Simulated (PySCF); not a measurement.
**EPR parameters of C5H3S**

Compound: C5H3S (doublet state).
Atom-mapped SMILES: `[CH2:1]=[C:2]1[CH:3]=[C:4][C:5]1=[S:6]` (hydrogens: H7, H8 on C1; H9 on C3)

The calculation used UKS B3LYP, pcH-1 on C H S, non-relativistic, mean-field spin-orbit, GIAO (PySCF 2.14.0). Geometry: GFN2-xTB; no solvent, vibrations or thermal averaging. A GFN2-xTB geometry isn't a minimum of the functional, and hyperfine couplings can be far from their values at a DFT geometry. Stability of the SCF solution: not tested.

```
g1, g2, g3                      : 2.00132, 2.00270, 2.00461
g_iso                           : 2.00288
Form of g                       : rhombic: the two nearest values differ by 42 % of g3 − g1
⟨S²⟩                            : 0.7628 (exact 0.7500)
HOMO–LUMO gap, α and β orbitals : 3.62, 2.96 eV
Total energy                    : -590.35606 Eh
```

Hyperfine couplings atom by atom, in MHz; T1 to T3 are the principal values of the dipolar part; ρ(0) is the spin density at the nucleus:

```tsv
atom	isotope	a_iso	of which spin–orbit	T1	T2	T3	Mulliken spin population	ρ(0) (bohr⁻³)
C1	13C	31.6	0.0	-13.3	1.2	12.1	-0.05	0.0281
C2	13C	132.6	0.0	-9.0	-2.4	11.4	0.12	0.1180
C3	13C	20.2	0.1	-22.5	0.6	21.9	-0.09	0.0178
C4	13C	401.1	-0.1	-76.1	-53.9	130.1	0.94	0.3569
C5	13C	25.2	-0.1	-14.6	-8.1	22.7	0.00	0.0226
S6	33S	0.7	0.0	-6.6	-0.5	7.2	0.07	0.0020
H7	1H	6.4	0.0	-2.3	-1.2	3.5	0.01	0.0014
H8	1H	3.6	0.0	-2.5	-1.6	4.1	0.00	0.0008
H9	1H	10.8	0.0	-6.4	-3.7	10.1	0.00	0.0024
```

The Mulliken spin populations are largest on C4 (+0.94), C2 (+0.12), C3 (-0.09) and S6 (+0.07). No atom but C4 exceeds +0.15. The positive populations add up to 1.14 and the negative ones to -0.14, together 2S = 1.

Axes: g1 points within 8° of the C4–C5 bond, g2 points within 12° of the C2–C5 bond and g3 is normal to the molecular plane.

Under fast tumbling the dipolar parts average out, and these isotropic splittings remain: 1 × 1H (H9, I = 1/2, 2 lines) with 0.39 mT, 1 × 1H (H7, I = 1/2, 2 lines) with 0.23 mT and 1 × 1H (H8, I = 1/2, 2 lines) with 0.13 mT.

The 13C coupling of C4 (401.1 MHz) shows only in satellite lines or after enrichment, since that isotope makes up about 1.07 % of natural carbon.

The run took 29 s wall (with the writing of density and orbital grids) on Arm Neoverse V2, one thread, on a shared host, and the process peaked at 0.66 GiB of memory.
